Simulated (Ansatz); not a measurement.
**Thallium, hcp: convergence with cold smearing**

Computed with Ansatz, LDA, scalar-relativistic PAW, on the relaxed cell (a = 3.401 Å, c = 5.443 Å (c/a = 1.600); spin not included). Errors count from a run at 420 eV on a Γ-centred 17×17×10 mesh with Fermi-Dirac smearing of 0.1 eV, extrapolated to zero width. Fixed here: cutoff 420 eV, mesh 11×11×6. The SCF starts from atomic densities corrected by a trained network.

```
width (eV)  E(σ→0) error (meV/atom)  F error (meV/atom)  P (GPa)  SCF iterations
      0.01                     -2.3                -2.3    -0.05               5
      0.03                     -2.2                -2.1    -0.04               5
       0.1                     -2.1                -2.4    -0.05               6
       0.2                     -2.9                -3.3    -0.04               6
       0.3                     -4.1                -3.2    -0.07               6
       0.6                     -1.9                 1.6    -0.09               6
       1.0                      7.7                 4.8    -0.01               6
```
